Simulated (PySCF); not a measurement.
Compound: FH₄NSi.
SMILES with atom numbers: `[NH2:1][SiH2:2][F:3]` (hydrogens: H4, H5 on N1; H6, H7 on Si2)

Level of theory: EOM-IP-CCSD/aug-cc-pVDZ in PySCF, restricted Hartree–Fock reference, frozen core, non-relativistic, gas phase, PBE0-D3(BJ)/def2-SVP geometry.

The vertical ionisation energies are 10.63, 12.39, 13.47, 15.36, 15.47, 16.02, 17.35, 19.01 eV.

Problem. Which Hartree–Fock orbital leads each hole, and what is its Koopmans value −ε?

Solution. 
```tsv
leading hole (HF orbital)	Koopmans (eV)	EOM-IP-CCSD (eV)	change (eV)	one-hole share
HOMO	11.80	10.63	-1.17	0.95
HOMO-1	13.05	12.39	-0.66	0.96
HOMO-2	14.55	13.47	-1.08	0.95
HOMO-3	17.52	15.36	-2.16	0.94
HOMO-4	17.58	15.47	-2.11	0.94
HOMO-5	17.76	16.02	-1.74	0.94
HOMO-6	18.44	17.35	-1.09	0.95
HOMO-7	20.75	19.01	-1.74	0.91
```

Problem. Does the order of the lines follow the orbital energies?

Solution. Yes, no two lines change places. The corrections run from -2.16 to -0.66 eV, with a mean of -1.47 eV over the 8 lines; no line lies above its Koopmans value. Koopmans values leave out both the relaxation of the orbitals and the change in correlation energy.

Problem. At what kinetic energies would He I light (21.22 eV) eject these electrons?

Solution. 10.59 eV (HOMO), 8.83 eV (HOMO-1), 7.75 eV (HOMO-2), 5.86 eV (HOMO-3), 5.75 eV (HOMO-4), 5.20 eV (HOMO-5), 3.87 eV (HOMO-6), 2.21 eV (HOMO-7).

Problem. What total energy has the lowest final state, and which wavelength reaches it?

Solution. E(CCSD) + ionisation energy = -445.78287 + 0.39052 = -445.39235 Eh, at the geometry of the initial state. The threshold wavelength is 1239.84 eV nm/10.63 eV = 116.6 nm.

Lines less than 0.15 eV apart could change places at a higher level. One root was sought for each valence orbital with −ε under 21 eV, eight at most, so deeper holes and satellites are missing; no vibrational structure.

Hardware: an Arm Neoverse V2 with one thread, no GPU, on a shared host. Cost: 6.0 min wall.

Shape of the structure used: `[NH2:1][SiH2:2][F:3]`: H–N1–Si2–F3 -76°, H–N1–Si2–F3 76°.

One conformer stands for the species.
